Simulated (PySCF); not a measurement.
Compound: glycidaldehyde, C₃H₄O₂.
InChI=1S/C3H4O2/c4-1-3-2-5-3/h1,3H,2H2/t3-/m0/s1

Computed with EOM-IP-CCSD/aug-cc-pVDZ in PySCF, restricted Hartree–Fock reference, frozen core, non-relativistic, gas phase, PBE0-D3(BJ)/def2-SVP geometry.

Hartree–Fock orbital energies give these Koopmans values (eV): HOMO 11.85, HOMO-1 12.59, HOMO-2 13.42, HOMO-3 15.20, HOMO-4 15.80, HOMO-5 16.48, HOMO-6 17.94, HOMO-7 19.29.

What vertical ionisation energies does EOM-IP-CCSD give?

```csv
leading hole (HF orbital),Koopmans (eV),EOM-IP-CCSD (eV),change (eV),one-hole share
HOMO,11.85,10.20,-1.65,0.95
HOMO-2,13.42,11.30,-2.12,0.95
HOMO-1,12.59,11.91,-0.68,0.95
HOMO-3,15.20,14.36,-0.84,0.94
HOMO-4,15.80,14.66,-1.14,0.94
HOMO-5,16.48,14.99,-1.49,0.94
HOMO-6,17.94,16.01,-1.93,0.94
HOMO-7,19.29,17.32,-1.97,0.93
```

Does the order of the lines follow the orbital energies?

No: the HOMO-2 hole (11.30 eV) falls below the HOMO-1 hole (11.91 eV). The corrections run from -2.12 to -0.68 eV, with a mean of -1.48 eV over the 8 lines; no line lies above its Koopmans value. Koopmans values leave out both the relaxation of the orbitals and the change in correlation energy.

At what kinetic energies would He I light (21.22 eV) eject these electrons?

11.02 eV (HOMO), 9.92 eV (HOMO-2), 9.31 eV (HOMO-1), 6.86 eV (HOMO-3), 6.56 eV (HOMO-4), 6.23 eV (HOMO-5), 5.21 eV (HOMO-6), 3.90 eV (HOMO-7).

What total energy has the lowest final state, and which wavelength reaches it?

E(CCSD) + ionisation energy = -266.45777 + 0.37470 = -266.08307 Eh, at the geometry of the initial state. The threshold wavelength is 1239.84 eV nm/10.20 eV = 121.6 nm.

One root was sought for each valence orbital with −ε under 21 eV, eight at most, so deeper holes and satellites are missing; no vibrational structure.

Conformer computed: `[O:1]=[CH:2][C@H:3]1[CH2:4][O:5]1`: O1–C2–C3–C4 137°.

One conformer stands for the species.
